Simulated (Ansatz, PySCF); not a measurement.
This PySCF input computes a CCSD(T)/cc-pVDZ energy:

```python
from pyscf import gto, scf, mp, cc as ccmod

mol = gto.M(
    atom='''
    C    -0.01075073    0.64443952   -0.00020773
    C     1.14148505   -0.05703999    0.00113003
    F    -1.11822560   -0.31777191   -0.00099264
    H     1.19675056   -1.15149369    0.00151889
    H     2.08287389    0.48704365    0.00188105
    ''',
    basis='cc-pvdz',
    charge=-1,
    spin=0,
    verbose=4,
)

mf = scf.RHF(mol)
mf.conv_tol = 1e-10
mf.max_cycle = 100
mf.kernel()
mp2 = mp.MP2(mf, frozen=3).run()
cc = ccmod.CCSD(mf, frozen=3)
cc.max_cycle = 100
cc.kernel()
et = cc.ccsd_t()
print(f'E(CCSD(T)) = {cc.e_tot + et:.9f}')
```

Task: Write an input for the same energy in Ansatz (an electronic-structure program) and say what it gives.

Result: 
Ansatz 0.2 input:
```yaml
crystal:
  periodic: [false, false, false]
  atoms:
    - {symbol: C, position_ang: [-0.01075073, 0.64443952, -0.00020773]}
    - {symbol: C, position_ang: [1.14148505, -0.05703999, 0.00113003]}
    - {symbol: F, position_ang: [-1.11822560, -0.31777191, -0.00099264]}
    - {symbol: H, position_ang: [1.19675056, -1.15149369, 0.00151889]}
    - {symbol: H, position_ang: [2.08287389, 0.48704365, 0.00188105]}
basis:
  gaussian:
    orbitals: cc-pVDZ
total_charge: -1
magnetization: {spin_polarized: false}
correlation: {method: ccsd_t, electrons: outside_noble_gas}
```
It gives -176.72782 Eh, and PySCF -176.72782 Eh, a difference of 0.00 mEh.

It need not be the lowest isomer of its formula. Whether it binds its extra electron was not tested at this geometry.
